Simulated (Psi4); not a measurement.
Reaction (SMILES): OCl (OH-Cl) + H+ → [OH2+]Cl
B3LYP-D3(BJ)/def2-TZVP geometries, fixed; electronic energies without zero-point terms; positive where energy is released.
Largest species:
```xyz
4

O     -0.0211     1.0722    -0.0746
H     -0.9457     1.3908     0.0477
Cl     0.0314    -0.6722    -0.0032
H      0.5812     1.4595     0.6026
```
Charge +1, spin multiplicity 1.

The proton affinity at MP2 with Psi4, in kcal/mol, split into its Hartree-Fock and correlation parts. Density fitting with the program's default auxiliary sets. Cores are frozen. The proton sits at the site shown, which need not be the one that binds it best. No added dispersion term, no relativity. Functions are those of the species that has most.

```csv
basis,X,functions,Hartree-Fock,MP2
cc-pV(D+d)Z,2,47,163.24,163.85
cc-pV(T+d)Z,3,97,163.65,160.00
cc-pV(Q+d)Z,4,179,163.56,158.19
```

Worked estimate of the basis-set limit from each neighbouring pair, with Hartree-Fock from the larger set and the correlation part extrapolated as X^-3.
Correlation parts: X = 2: 0.61, X = 3: -3.65, X = 4: -5.37.
- (2,3): (27·(-3.65) - 8·(0.61))/19 = -5.44; with Hartree-Fock 163.65 the estimate is 158.21 kcal/mol.
- (3,4): (64·(-5.37) - 27·(-3.65))/37 = -6.63; with Hartree-Fock 163.56 the estimate is 156.93 kcal/mol.
The last two estimates differ by 1.27 kcal/mol; the largest set lies 1.26 from the last. Over the last step Hartree-Fock moves by -0.09 and the correlation part by -1.72.
